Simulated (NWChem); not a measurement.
**BH2O (SMILES [BH]O) at 5 levels**

Wanted: a comparison of 5 runs (UHF/STO-3G, UHF/def2-SVP, UB2PLYP/6-31G*, UB3LYP/6-31G*, UPBE0/def2-SVP) of BH2O. 

Program for the calculation: NWChem 7.3.0.

## (1) Starting point

BH2O has 4 atoms, charge 0, and is taken as a doublet. SMILES: `[BH]O`. The shape is that of a PBE0-D4/def2-TZVP optimisation.

Bond lengths: B1–O2 1.333 Å, B1–H3 1.201 Å, O2–H4 0.961 Å. Angles: B1–O2–H4 114.6°, O2–B1–H3 121.0°.

## (2) Energy and forces at UHF/STO-3G (run 1)

The input, run.xyz:

```xyz
4

B     -0.006100    -0.485500     0.388300
O      0.119700     0.544500    -0.448600
H     -1.064200    -1.032400     0.540300
H      1.006100     0.913200    -0.500300
```

The input, run.py:

```python
from ase.io import read
from ase.calculators.nwchem import NWChem

system = read('run.xyz')

calc = NWChem(
    label='run',
    theory='scf',
    memory='2200 mb',
    basis='STO-3G',
    basispar='spherical bse',
    scf={'nopen': '1', 'uhf': None, 'thresh': '1e-08', 'maxiter': '80'},
)
system.calc = calc

forces = system.get_forces()
print("Total energy (eV):", round(system.get_potential_energy(), 6))
print("forces (eV/A):")
for s, f in zip(system.symbols, forces):
    print(f"{s:2s} {f[0]:10.5f} {f[1]:10.5f} {f[2]:10.5f}")
```

The run is started by

```bash
$ export ASE_NWCHEM_COMMAND="nwchem PREFIX.nwi > PREFIX.nwo"
$ python run.py
```

The log of the run:

```text
Total energy (eV): -2702.785239
forces (eV/A):
B    -0.58997   -0.48080    0.23351
O    -1.76691   -0.62884    0.01255
H     0.94349    0.67774   -0.29645
H     1.41334    0.43189    0.05039
```

The calculator wrote run.nwi:

```
title "run"

permanent_dir run

scratch_dir run

start run

geometry units angstrom nocenter noautosym noautoz
  B  -6.1000000000000004e-03 -4.8549999999999999e-01 3.8829999999999998e-01
  O  1.1970000000000000e-01 5.4449999999999998e-01 -4.4860000000000000e-01
  H  -1.0642000000000000e+00 -1.0324000000000000e+00 5.4030000000000000e-01
  H  1.0061000000000000e+00 9.1320000000000001e-01 -5.0029999999999997e-01
end

memory 2200 mb

basis spherical bse noprint
   * library STO-3G
end

scf
  nopen 1
  uhf
  thresh 1e-08
  maxiter 80
end

task scf gradient
```

run.nwo, cut to the lines that bear on the results:

```text
[...]
      One electron energy =   -188.165475505198
[... 1 line left out ...]
 Nuclear repulsion energy =     25.941698310077
[... 24 lines left out ...]
          Final beta eigenvalues
[... 112 lines left out ...]
                     UHF Final Beta Molecular Orbital Analysis
[...]
  wavefunction    =   UHF
                         UHF ENERGY GRADIENTS
    atom               coordinates                        gradient
                 x          y          z           x          y          z
   1 B      -0.011527  -0.917462   0.733781    0.011473   0.009350  -0.004541
   2 O       0.226200   1.028956  -0.847731    0.034361   0.012229  -0.000244
   3 H      -2.011046  -1.950953   1.021019   -0.018348  -0.013180   0.005765
   4 H       1.901253   1.725698  -0.945430   -0.027485  -0.008399  -0.000980
[...]
```

Wall time 1.7 s (1 thread of AMD EPYC 9R14 (Zen 4), shared host); peak memory 0.1 GiB.

## (3) Energy and gradient at UHF/def2-SVP (run 2)

The input, bh2o.nw:

```
start bh2o
title "BH2O"
memory total 2200 mb

geometry noautosym nocenter noautoz
  B    -0.006100   -0.485500    0.388300
  O     0.119700    0.544500   -0.448600
  H    -1.064200   -1.032400    0.540300
  H     1.006100    0.913200   -0.500300
end

basis spherical bse
  B library def2-SVP
  O library def2-SVP
  H library def2-SVP
end

scf
  nopen 1
  uhf
  thresh 1e-08
  maxiter 80
  noprint "final vectors analysis"
end

task scf gradient
```

The run is started by

```bash
$ nwchem bh2o.nw > bh2o.out
```

The log of the run:

```text
[...]
  functions       =    38
[...]
  wavefunction    = UHF
[...]
         Total SCF energy =   -100.610442625050
      One electron energy =   -188.533805178089
      Two electron energy =     61.981664242962
 Nuclear repulsion energy =     25.941698310077
                       Sz =      0.5000
                 Sz(Sz+1) =      0.7500
                      S^2 =      0.7531
[...]
                         UHF ENERGY GRADIENTS
    atom               coordinates                        gradient
                 x          y          z           x          y          z
   1 B      -0.011527  -0.917462   0.733781    0.001328  -0.003664   0.003507
   2 O       0.226200   1.028956  -0.847731   -0.017304  -0.003632  -0.002011
   3 H      -2.011046  -1.950953   1.021019   -0.000423   0.000765  -0.000779
   4 H       1.901253   1.725698  -0.945430    0.016399   0.006531  -0.000717
[...]
```

Run time: 2.3 s. Hardware: 1 thread of AMD EPYC 9R14 (Zen 4), shared host; peak memory 0.1 GiB.

Runs 3 to 4 aren't shown in full; the table further down has their settings and results.

## (4) Energy and forces at UPBE0/def2-SVP (run 5)

The input, bh2o.xyz:

```xyz
4
BH2O PBE0
B     -0.006100    -0.485500     0.388300
O      0.119700     0.544500    -0.448600
H     -1.064200    -1.032400     0.540300
H      1.006100     0.913200    -0.500300
```

The input, run.py:

```python
from ase.io import read
from ase.calculators.nwchem import NWChem

atoms = read('bh2o.xyz')

calc = NWChem(
    label='bh2o',
    theory='dft',
    memory='2200 mb',
    basis='def2-SVP',
    basispar='spherical bse',
    dft={'xc': 'pbe0', 'mult': '2', 'grid': 'xfine', 'convergence': 'energy 1e-08', 'iterations': '100', 'mulliken': None},
)
atoms.calc = calc

forces = atoms.get_forces()
print(f"energy = {atoms.get_potential_energy():.6f} eV")
print("forces (eV/A):")
for s, f in zip(atoms.symbols, forces):
    print(f"{s:2s} {f[0]:10.5f} {f[1]:10.5f} {f[2]:10.5f}")
```

The run is started by

```bash
$ export ASE_NWCHEM_COMMAND="nwchem PREFIX.nwi > PREFIX.nwo"
$ python run.py
```

The log of the run:

```text
energy = -2749.406499 eV
forces (eV/A):
B     0.26287    0.17705   -0.07302
O    -0.15406   -0.07492    0.01789
H    -0.24868   -0.13802    0.04402
H     0.13987    0.03584    0.01111
```

The calculator wrote bh2o.nwi:

```
title "bh2o"

permanent_dir bh2o

scratch_dir bh2o

start bh2o

geometry units angstrom nocenter noautosym noautoz
  B  -6.1000000000000004e-03 -4.8549999999999999e-01 3.8829999999999998e-01
  O  1.1970000000000000e-01 5.4449999999999998e-01 -4.4860000000000000e-01
  H  -1.0642000000000000e+00 -1.0324000000000000e+00 5.4030000000000000e-01
  H  1.0061000000000000e+00 9.1320000000000001e-01 -5.0029999999999997e-01
end

memory 2200 mb

basis spherical bse noprint
   * library def2-SVP
end

dft
  xc pbe0
  mult 2
  grid xfine
  convergence energy 1e-08
  iterations 100
  mulliken
end

task dft gradient
```

bh2o.nwo, cut to the lines that bear on the results:

```text
[...]
      One electron energy =     -188.560341187399
[... 2 lines left out ...]
 Nuclear repulsion energy =       25.941698310077
[... 652 lines left out ...]
          Convergence on energy requested:  1.00D-08
[... 23 lines left out ...]
          Spatial weights used:  Erf1
[...]
  wavefunction    = open shell
                         DFT ENERGY GRADIENTS
    atom               coordinates                        gradient
                 x          y          z           x          y          z
   1 B      -0.011527  -0.917462   0.733781   -0.005112  -0.003443   0.001420
   2 O       0.226200   1.028956  -0.847731    0.002996   0.001457  -0.000348
   3 H      -2.011046  -1.950953   1.021019    0.004836   0.002684  -0.000856
   4 H       1.901253   1.725698  -0.945430   -0.002720  -0.000697  -0.000216
[...]
```

Run time: 10 s. Hardware: 1 thread of AMD EPYC 9R14 (Zen 4), shared host; peak memory 0.12 GiB.

## (5) All runs side by side

| run | level | task | iteration cap | energy (Eh) | dipole moment (D) | HOMO energy (eV) | LUMO energy (eV) | wall time |
| --- | --- | --- | --- | --- | --- | --- | --- | --- |
| 1 | UHF/STO-3G | gradient | 80 | -99.325526 | 1.72 | -6.88 | 8.50 | 1.7 s |
| 2 | UHF/def2-SVP | gradient | 80 | -100.610443 | 1.52 | – | – | 2.3 s |
| 3 | UB2PLYP/6-31G* (spherical functions) | energy | 100 | -101.121275 | 1.61 | -6.56 | 1.04 | 7.2 s |
| 4 | UB3LYP/6-31G* (spherical functions) | gradient | 100 | -101.228304 | 1.65 | -4.93 | -0.82 | 7.8 s |
| 5 | UPBE0/def2-SVP | gradient | 100 | -101.038826 | 1.60 | -5.51 | -0.84 | 10 s |

## (6) What came out

```
                                 quantity          value
                      run 5: total energy  -101.03883 Eh
                     run 5: dipole moment         1.60 D
run 5: HOMO energy (highest over α and β)       -5.51 eV
 run 5: LUMO energy (lowest over α and β)       -0.84 eV
                              run 5: ⟨S²⟩          0.752
          run 5: largest force on an atom     0.325 eV/Å
```

In words: The dipole moment (its size) runs from 1.52 D (UHF/def2-SVP) to 1.72 D (UHF/STO-3G). Totals of different functionals can't be ranked against each other. In run 1 the basis is minimal, so the values are rough. All runs together took 29 s, the longest 10 s.
